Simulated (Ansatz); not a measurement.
System: C₃H₇O (charge 0, doublet). It need not be the lowest isomer of its formula. SMILES: [CH2]C(C)O
Coordinates optimised at B3LYP-D3(BJ)/def2-TZVP (Ansatz, an electronic-structure program):
```
C
H 1 1.1065
O 1 1.4303 2 108.73
H 3 0.9631 1 108.37 2 58.99
C 1 1.4800 2 108.72 3 -116.89
H 5 1.0796 1 119.84 2 100.56
H 5 1.0804 6 119.71 1 173.20
C 1 1.5309 2 107.56 3 120.76
H 8 1.0905 1 110.05 2 -178.21
H 8 1.0917 9 108.80 1 121.49
H 8 1.0930 9 108.77 10 117.27
```
Charge 0, spin multiplicity 2.

Property: atomisation energy (electronic, to ground-state atoms), in kcal/mol. Correlated levels leave the core frozen unless marked. Open shells are spin-unrestricted. Spin-orbit coupling is left out. No relativistic terms. The coupled-cluster limit lacks core correlation, which all-electron functionals hold. CBS marks a two-point X^-3 extrapolation of the correlation energy; Hartree-Fock from the larger set. The bracket is a focal-point correction in the basis named.

| level | program | atomisation energy (kcal/mol) |
|---|---|---|
| BLYP-D4/def2-TZVPD | Ansatz + dftd4 | 995.0 |
| B3LYP-D3(BJ)/def2-TZVPD | Ansatz + dftd3 | 998.6 |
| PBE0/def2-TZVP | Ansatz | 998.9 |
| CAM-B3LYP-D3(BJ)/def2-TZVPD | Ansatz + dftd3 | 1002.5 |
| CAM-B3LYP/def2-TZVPD | Ansatz | 999.6 |
| RI-MP2/CBS(cc-pVTZ,cc-pVQZ) | Ansatz | 1008.8 |
| SCS-MP2/6-31G* | Ansatz | 908.5 |
| SCS-MP2/cc-pVDZ | Ansatz | 927.4 |
| CCSD/cc-pVDZ | Ansatz | 915.6 |
| RI-MP2/CBS(cc-pVTZ,cc-pVQZ)+[CCSD(T)-MP2]/cc-pVDZ | Ansatz | 999.2 |
